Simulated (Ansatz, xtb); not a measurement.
**H3SSi: where a starting geometry ends**

The starting geometry of this gas-phase doublet has its atoms placed at random.

```xyz
5

S     0.3357    1.1569   -0.6632
Si    0.8351   -1.1903    0.1847
H    -0.2927   -1.3325    1.2940
H    -0.3825    0.0263   -1.9552
H     1.7829    0.4027    0.5123
```

Question: One run relaxed it with r2SCAN-D4/def2-SVP. What is a likely outcome?

Answer: It ends as `[SiH2]S`. Contacts that close: S1–Si2 (2.55 → 2.15 Å), S1–H4 (1.86 → 1.35 Å), Si2–H5 (1.88 → 1.49 Å).

The energy falls by 4.43 eV over 11 steps:

| step | E − E(last) (eV) |
| --- | --- |
| 1 | 4.425 |
| 2 | 2.652 |
| 3 | 1.786 |
| 4 | 0.631 |
| 5 | 0.179 |
| 7 | 0.023 |
| 8 | 0.003 |
| 9 | 0.000 |
| 10 | 0.000 |
| 11 | 0.000 |

Final geometry (Å):

```xyz
5

S     0.2602    0.8754   -1.1430
Si    0.9427   -0.6752    0.1798
H    -0.1767   -1.2448    1.0006
H    -0.6946    0.1179   -1.7291
H     1.9469   -0.0102    1.0644
```

From the same start GFN2-xTB reaches the same bonding as this run.

From so rough a start the end depends on the optimiser's path, so another program may land elsewhere. No frequencies were run, so the end isn't proven a minimum. Open shells are spin-unrestricted. Run with Ansatz 0.2.0, 20 s on 1 thread of Intel(R) Xeon(R) 6975P-C (Granite Rapids) (shared host).
